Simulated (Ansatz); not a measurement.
# Al₂B (quartet): from Hartree-Fock to the top rungs, def2-QZVPP

An exercise on one series of results from a longer session: the logs are not shown, and one member is left open.

Computed with Ansatz 0.2.0, Gaussian basis. Level: def2-QZVPP, core rule «outside noble gas», up to 11 orbitals frozen.

To be run: UHF; ROHF; CCSD(T) on UHF.

5 further runs of the same task are left out: 1 that didn't finish, 4 set aside as unsound or not needed.

### What is computed

The geometry is a PBE0/def2-TZVP stationary point (not a proven minimum).

3 atoms, charge 0, spin multiplicity 4.

Atoms are counted from 1 here; the program's logs count them from 0.

Bond lengths: Al1–B2 2.078 Å, B2–Al3 2.078 Å. Angles: Al1–B2–Al3 90.5°.

The first run:

The input, in.yaml:

```yaml
crystal:
  periodic: [false, false, false]
  atoms:
    - {symbol: Al, position_ang: [0.000000, -0.244231, 1.475660]}
    - {symbol: B, position_ang: [0.000000, 1.219080, 0.000000]}
    - {symbol: Al, position_ang: [0.000000, -0.244231, -1.475660]}
basis:
  gaussian: {orbitals: "def2-QZVPP.json"}
magnetization: {spin_polarized: true, initial_magnetization: 3}
hamiltonian: {xc: hf}
output: {orbitals: {seedname: orbitals}}
```

The run is started by

```sh
ansatz run in.yaml --threads 1 --pin off --events-out ev --progress --plain --max-ram 2393MiB
```

Among the steps run: UHF; ROHF; CCSD(T) on UHF.

One of the session's tables, all rows but one given; the rest of the session is left out.

It belongs to the step «Misses and costs». 

| method | from UCCSD(T) (kcal/mol) |
| --- | --- |
| ROHF | +151.63 |
| UHF | +145.63 |
| UMP2 | ? |
| UCCSD | +10.43 |
| UCCSD(T) | 0 |

Estimate the missing values for UMP2.

The run gave: from UCCSD(T) (kcal/mol): +30.47. In the column «from UCCSD(T) (kcal/mol)» it lies between UCCSD (+10.43) and UHF (+145.63).
